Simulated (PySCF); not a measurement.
## Converging BH in the basis (MP2)

PySCF, RHF reference; singlet, unpaired electrons none; De to B + H without counterpoise correction. Frozen cores follow the default of each basis and core potential.

```json
{"basis": "cc-pVDZ", "relativity": "no relativity", "functions": "19", "Re (Å)": "1.247", "ωe (cm⁻¹)": "2422", "De (eV)": "3.27", "frozen orbitals": "1"}
{"basis": "def2-SVPD", "relativity": "no relativity", "functions": "28", "Re (Å)": "1.235", "ωe (cm⁻¹)": "2470", "De (eV)": "3.37", "frozen orbitals": "1"}
{"basis": "cc-pVTZ", "relativity": "no relativity", "functions": "44", "Re (Å)": "1.227", "ωe (cm⁻¹)": "2431", "De (eV)": "3.47", "frozen orbitals": "1"}
{"basis": "def2-TZVPP", "relativity": "no relativity", "functions": "45", "Re (Å)": "1.226", "ωe (cm⁻¹)": "2441", "De (eV)": "3.48", "frozen orbitals": "1"}
{"basis": "def2-TZVPPD", "relativity": "no relativity", "functions": "54", "Re (Å)": "1.226", "ωe (cm⁻¹)": "2436", "De (eV)": "3.48", "frozen orbitals": "1"}
```

Task: How does each smaller set differ from the one with most functions, def2-TZVPPD?

Result: cc-pVDZ: +2.1 pm, -0.6 % in ωe, -0.21 eV in De; def2-SVPD: +0.9 pm, +1.4 % in ωe, -0.11 eV in De; cc-pVTZ: +0.1 pm, -0.2 % in ωe, -0.01 eV in De; def2-TZVPP: +0.0 pm, +0.2 % in ωe, +0.00 eV in De. All at MP2; the set with most functions is neither the basis-set limit nor always the best.

Measured (Huber and Herzberg, Constants of Diatomic Molecules (1979)): Re = 1.2324 Å, ωe = 2366.9 cm⁻¹. Correlated steps freeze 1 core orbital. Correlated levels converge slowly with the basis: in double zeta they bind strong bonds too weakly, by up to about 1 eV, and carry superposition errors of some tenths. Where the molecule has an RHF reference, its open-shell atoms are computed with UHF.
